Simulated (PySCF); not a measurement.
Molecule (SMILES): ClO (OH-Cl).
Geometry (B3LYP-D3(BJ)/def2-TZVP, fixed):
```xyz
3

O      0.0220     1.1044    -0.0012
H     -0.9233     1.3146     0.0160
Cl     0.0439    -0.5970    -0.0004
```
Charge 0, spin multiplicity 1.

Basis-set convergence of the isotropic shielding of Cl3 at PBE0 with PySCF. GIAO, no density fitting; atoms are numbered in the order shown. All functions are spherical. No added dispersion term, no relativity. Reference: the value in pcSseg-3, 86.70 ppm, itself unsure by roughly 16.89 ppm (its mean distance from pcseg-3, pcSseg-2). Deviations are taken from unrounded values.

```tsv
basis	functions	isotropic shielding of Cl3 (ppm)
6-31G*	34	221.18
6-31+G*	42	176.17
def2-SVP	37	239.26
def2-SVPD	58	190.83
pcseg-1	37	138.47
aug-pcseg-1	59	103.61
cc-pV(D+d)Z	42	225.65
aug-cc-pV(D+d)Z	64	165.24
6-311G**	50	203.12
6-311+G**	58	164.32
def2-TZVP	74	77.85
def2-TZVPD	95	61.04
pcseg-2	78	120.32
aug-pcseg-2	119	99.26
cc-pV(T+d)Z	83	154.19
aug-cc-pV(T+d)Z	124	134.32
def2-TZVPP	87	78.85
def2-TZVPPD	108	61.21
def2-QZVPP	157	95.23
def2-QZVPPD	178	89.24
```

What the diffuse functions change, pair by pair:
- 6-31G* to 6-31+G*: 8 more functions, deviation 134.48 to 89.47 ppm
- def2-SVP to def2-SVPD: 21 more functions, deviation 152.57 to 104.13 ppm
- pcseg-1 to aug-pcseg-1: 22 more functions, deviation 51.77 to 16.91 ppm
- cc-pV(D+d)Z to aug-cc-pV(D+d)Z: 22 more functions, deviation 138.95 to 78.55 ppm
- 6-311G** to 6-311+G**: 8 more functions, deviation 116.43 to 77.63 ppm
- def2-TZVP to def2-TZVPD: 21 more functions, deviation -8.84 to -25.66 ppm
- pcseg-2 to aug-pcseg-2: 41 more functions, deviation 33.62 to 12.56 ppm
- cc-pV(T+d)Z to aug-cc-pV(T+d)Z: 41 more functions, deviation 67.49 to 47.63 ppm
- def2-TZVPP to def2-TZVPPD: 21 more functions, deviation -7.84 to -25.49 ppm
- def2-QZVPP to def2-QZVPPD: 21 more functions, deviation 8.53 to 2.54 ppm

They bring the value nearer the reference by more than 16.89 ppm in 7 of 10 pairs.
